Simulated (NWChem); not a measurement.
# Lowest excitation of CH (+1)

```xyz
2

C      0.0000     0.0000     0.1639
H      0.0000     0.0000    -0.9833
```
Charge +1, spin multiplicity 1.

Everything below was run with NWChem. All single points use one geometry, from PBE0/def2-SVP, a minimum by its harmonic frequencies.

Basis set: aug-cc-pVDZ.

| method | lowest vertical singlet excitation energy (eV) | difference from EOM-CCSD |
|---|---|---|
| CIS | 2.87 | -0.30 |
| TD-PBE | 2.82 | -0.36 |
| EOM-CCSD | 3.17 | 0.00 |
| TD-PBE0 | 2.74 | -0.43 |
| TD-B3LYP | 2.80 | -0.38 |

The values span 0.43 eV, from TD-PBE0 (lowest) to EOM-CCSD (highest). 

The correlated methods keep 1 core orbital frozen. B3LYP has NWChem's definition, with VWN1-RPA local correlation. The structure started from a generated list of species. Differences from the coupled-cluster row are differences between methods, not errors against experiment.
